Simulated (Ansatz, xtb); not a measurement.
Isomers of C5H5Cl in order of energy

3 gas-phase structures of C5H5Cl, from a drawn sample of its isomers (lower ones may exist). Each was relaxed with GFN2-xTB:

A. `C#C[C@@H]1C[C@@H]1Cl`, a singlet
B. `C#C[C@@H]1C[C@H]1Cl`, a singlet
C. `C#CC1(Cl)CC1`, a singlet

Problem. Make a reasoned guess at their ranking by r2SCAN-D4/def2-SVP single-point energy.

Solution. Calculated order at r2SCAN-D4/def2-SVP: B (0.0), A (1.1), C (1.6) kcal/mol. Less than 1 kcal/mol parts A and C, so the order within that pair means little.

Energies above the lowest of each column, in kcal/mol; the last columns are at PBE0-D3(BJ)/def2-SVP geometries:

```tsv
structure	GFN2-xTB	HF/STO-3G	r2SCAN-D4/def2-SVP	PBE0-D3(BJ)/def2-SVP	CCSD(T)/def2-SVP + ΔMP2/def2-TZVPP
B	0.7	0.0	0.0	0.0	0.0
A	1.7	1.1	1.1	1.0	1.2
C	0.0	1.0	1.6	1.8	1.4
```

CCSD(T)/def2-SVP + ΔMP2/def2-TZVPP puts B lowest; GFN2-xTB picks C. ΔMP2 is the change of the MP2 energy from the smaller to the larger basis.

Programs: Ansatz 0.2.0, xtb 6.7.1.
